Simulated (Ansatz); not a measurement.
Solid bromine, treated with LDA (plane waves, PAW; Ansatz, a program for electronic structure).

Settings: plane-wave cutoff 520 eV, 6×6×4 k mesh (along the axes of the cell as run), scalar-relativistic PAW data made under PBE.

Computed at the level's own relaxed cell.

```
CELL_PARAMETERS angstrom
      3.32618    -1.96324     0.00000
      3.32618     1.96324     0.00000
      0.00000     0.00000     8.42156
ATOMIC_POSITIONS crystal
  Br 0.16144 0.83856 0.87916
  Br 0.33856 0.66144 0.37916
  Br 0.66144 0.33856 0.62084
  Br 0.83856 0.16144 0.12084
```

Q: Give the elastic tensor (Voigt notation, GPa, ions relaxed, in the Cartesian axes of the cell as printed).

A: 
```
   22.1     6.5     1.0     0.0     0.0     0.0
    6.5    43.7    40.9     0.0     0.0     0.0
    1.0    40.9    80.4     0.0     0.0     0.0
    0.0     0.0     0.0    47.3     0.0     0.0
    0.0     0.0     0.0     0.0     3.8     0.0
    0.0     0.0     0.0     0.0     0.0     7.4
```

Static lattice: no zero-point or thermal effects.
